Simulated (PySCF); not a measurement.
**AlB: bond curves at several levels of theory**

One table from this session's results is given with a row withheld; the runs are named, their logs left out.

Program: PySCF 2.14.0. Level of theory: Al def2-TZVPP, B def2-TZVPP, no relativity. These are calculated values, not measurements.

Set-up of the first run:

The job is set up so:

| Item | Value |
| --- | --- |
| atoms | Al, B |
| charge | 0 |
| basis | Al def2-TZVPP, B def2-TZVPP |
| Hamiltonian | no relativity |
| basis functions | 73 |
| electrons treated | 18 |
| masses in u | 26.9815, 11.0093 |
| levels | PBE0, PBE, r²SCAN, PW91, B2PLYP, B97-3, MN15, LC-ωPBE, HF, MP2, SCS-MP2, CCSD, CCSD(T) |
| grid | 80 radial by 434 angular points |
| occupations | held fixed by the projection of orbital angular momentum |
| dissociation limit | Al + B, each in its ground configuration |
| starting distance in angstrom | 2.010 |
| values of 2S to try | 0, 2 |

Among the steps run: The job; The PBE0 curve of the state that the search chose; Higher solutions at PBE0; PBE (GGA); r²SCAN; PW91; B2PLYP (double hybrid); B97-3; MN15 (hybrid meta-GGA); LC-ωPBE (range-separated hybrid); ROHF; MP2 and coupled cluster.

One table of the session follows, with a row left open; its other results are not shown here.

```
       level  Re (Å)  ωe (cm⁻¹)  De (eV)
        ROHF       ?          ?        ?
    ROHF-MP2   2.045        609     1.75
ROHF-SCS-MP2   2.045        607     1.48
   ROHF-CCSD   2.049        601     1.62
ROHF-CCSD(T)   2.045        606     1.84
         PBE   2.043        602     2.39
        PW91   2.040        603     2.40
      r²SCAN   2.015        637     2.39
        PBE0   2.023        619     2.14
       B97-3   2.039        599     1.96
        MN15   2.053        549     2.14
     LC-ωPBE   1.984        664     1.90
      B2PLYP   2.052        581     1.78
```

Q: Estimate the row for ROHF from the others.

The run gave: Re (Å): 2.082; ωe (cm⁻¹): 563; De (eV): 0.88. In the column «Re (Å)» it is the highest.

De is counted to Al + B in their ground configurations.
